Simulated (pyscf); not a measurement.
Structures and frequencies: ωB97X-D3(BJ)/def2-SVP in PySCF. Correlated levels are frozen-core, on RHF or UHF. ΔMP2 is the change of the MP2 total energy from the triple- to the quadruple-zeta basis.

PBE/def2-TZVP puts the barrier of HN=SiH–Cl -> H₂N–Si:–Cl [singlet] (hydrogen shift; singlet surface; H–Si broken, H–N formed) at 39.1 kcal/mol and the reaction energy at -22.7 kcal/mol, from the reactant's lowest minimum found. What do PBE0-D3(BJ)/def2-TZVP, M06-2X/def2-TZVP, CCSD(T)/def2-TZVPP + ΔMP2(QZVPP) give on the same structures?

PBE0-D3(BJ): ΔE‡ = 44.5 kcal/mol, ΔE = -24.6 kcal/mol; M06-2X: ΔE‡ = 46.9 kcal/mol, ΔE = -27.1 kcal/mol; CCSD(T): ΔE‡ = 45.0 kcal/mol, ΔE = -23.4 kcal/mol. PBE's barrier lies under all of them, by 5.4 to 7.9 kcal/mol. Its reaction energy lies over all of them, by 0.7 to 4.4 kcal/mol. Low barriers are usual for a GGA, whose delocalisation error favours stretched bonds. One saddle was located; it need not be the lowest between these sides. The CCSD(T) − MP2 part came from Ansatz, without density fitting, on the same reference.
